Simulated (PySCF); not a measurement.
Phosphorus: a sound run and one with changed settings

Sound run: P [Ne] 3s2 3p3, P⁺ [Ne] 3s2 3p2. Computed with PySCF 2.14 in aug-cc-pV(D+d)Z (5s4p3d, 32 functions), with no relativity, point nucleus. The sound run starts from symmetry-adapted Hartree-Fock orbitals and uses a fine grid where one is needed.

A second run was set up differently.

| species | method | sound run (hartree) | changed run (hartree) | converged |
| --- | --- | --- | --- | --- |
| P | UHF | -340.70996 | -340.55854 | no |
| P | PBE | -341.10049 | -340.90562 | no |
| P | r2SCAN | -341.23584 | -341.03764 | no |
| P⁺ | UHF | -340.34482 | -339.55860 | no |
| P⁺ | PBE | -340.71443 | -340.57988 | no |
| P⁺ | r2SCAN | -340.84435 | -340.58932 | no |

(1) What was changed?
A. minimal basis
B. all electrons correlated in a valence basis
C. level shift left on
D. basis contracted for another Hamiltonian

Results:

(1) C. It used initial guess 1e, at most 50 SCF cycles, level shift 10.0 hartree. A level shift slows the SCF but leaves a converged energy unchanged.
